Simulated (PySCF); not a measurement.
**MgO2, triplet: structure and spectrum**

These are results of UPBE0 in PySCF with Mg def2-TZVP, O def2-TZVP; no relativity; density-fitted integrals, not measurements.

The structure is a minimum.

Coordinates in bohr (charge 0 multiplicity 3):
```
Mg    0.0000    0.0000   -2.0083
O     1.2587    0.0000    1.5058
O    -1.2587    0.0000    1.5058
```

* Point group: C2v
* Bond lengths: Mg–O 1.975 Å (×2), O–O 1.332 Å
* Bond angles: Mg–O–O 70.3° (×2), O–Mg–O 39.4°
* Atomisation energy without zero-point energy: 594 kJ/mol
* Lowest empty level (β): -2.51 eV
* Rotational symmetry number: 2
* Spin squared ⟨S²⟩: 2.007
* Highest occupied level (α): -5.69 eV
* Rotational constants: 1.188, 0.3557, 0.2737 cm⁻¹
* Enthalpy at 298.15 K above 0 K: 11.26 kJ/mol
* Entropy at 298.15 K and 1 bar (electronic part: spin only): 261.6 J/(mol K)
* Zero-point energy: 13.0 kJ/mol
* Principal polarisabilities: 44.7, 58.9, 60.2 bohr³
* Dipole moment: 2.80 D
* Principal quadrupole moments (Buckingham, traceless) about the centre of mass: -4.18, 0.48, 3.70 D Å
* Heat capacity Cp at 298.15 K: 45.0 J/(mol K)

Harmonic modes (masses in u: Mg 23.985, O 15.995):
| symmetry | ω (cm⁻¹) | IR (km/mol) | μ (u) |
| --- | --- | --- | --- |
| b2 | 410 | 3.9 | 16.73 |
| a1 | 537 | 85.9 | 19.75 |
| a1 | 1225 | 0.4 | 16.00 |

In C2v the vibrations span b2 + 2a1. Here b1 is antisymmetric to the molecular plane and b2 lies in it.

Charges (e):
```
atom  Mulliken  Löwdin  polar tensor  spin (Mulliken)  Mayer order to Mg1
 Mg1      0.53    0.28          0.59             0.97                   –
O2,3     -0.26   -0.14         -0.29             0.51                0.41
```
Other Mayer orders above 0.3: O–O 1.24.

Mulliken populations on Mg1: s 4.95, p 6.41, d 0.11.

Outer orbital energies (eV). α occupied: -22.37, -13.35, -13.19, -12.75, -7.91, -7.32, -5.69; empty: -1.05, -0.72, 0.73, 2.11. β occupied: -21.02, -12.70, -12.30, -10.68, -6.83; empty: -2.51, -2.51, 0.24, 0.38.

This need not be the most stable arrangement of these atoms.

The final relaxation and frequency run took 34 s on 2 threads of a shared Intel Xeon Platinum 8175M @ 2.50GHz (Skylake/Cascade Lake) host, with 94 basis functions and 7 gradients; the process peaked at 0.85 GiB. Launch command: `OMP_NUM_THREADS=2 python axn.py task.json out`.
